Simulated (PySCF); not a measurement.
Numbering as in the mapped SMILES `[CH3:1]/[CH:2]=[CH:3]/[C:4]([CH3:5])=[O:6]` (H(Xn): hydrogen on atom n).

One conformer, no solvent, non-relativistic Hamiltonian, equivalent nuclei averaged. Geometry: PBE0-D3(BJ)/def2-SVP; σ from GIAO-PBE0/pcSseg-1; PySCF 2.14.

References, each an isolated molecule treated in the same way: TMS for $^{13}$C, $^{1}$H; $^{17}$O against H2O.

| atoms | nucleus | count | δ (ppm) |
| --- | --- | --- | --- |
| C4 | $^{13}$C | 1 | 198.4 |
| H(C1) | $^{1}$H | 3 | ? |
| C2 | $^{13}$C | 1 | ? |
| C1 | $^{13}$C | 1 | 21.6 |
| H(C3) | $^{1}$H | 1 | ? |
| C5 | $^{13}$C | 1 | 26.2 |
| H(C2) | $^{1}$H | 1 | 6.61 |
| O6 | $^{17}$O | 1 | 697.7 |
| H(C5) | $^{1}$H | 3 | 2.16 |
| C3 | $^{13}$C | 1 | 141.6 |

Question: Estimate the values marked ?.

Answer: 
- C2: 150.7 ppm, β carbon of a C=C–C=O unit; conjugation with the carbonyl draws π density from the β position
- H(C3): 6.03 ppm, hydrogen on an α carbon of a C=C–C=O unit; attached to an sp2 carbon and in the plane of the double bond
- H(C1): 2.00 ppm, hydrogen on an allylic methyl carbon; allylic position

Shifts are as computed. Against solution values, carbons near 30 ppm lie about +2 ppm off and those near 130 ppm about +5 ppm. Of 1211 compounds with measured shifts, 218 miss one by over three times the rms of a fit or turn the order of signals round; such compounds aren't used in these exercises. Unscaled 17O shifts of doubly bonded oxygen tend to come out too high, by tens of ppm or more. Experimental scales use liquid or dissolved standards, which lie at an offset from isolated H2O (liquid H2O: subtract about 36 ppm).
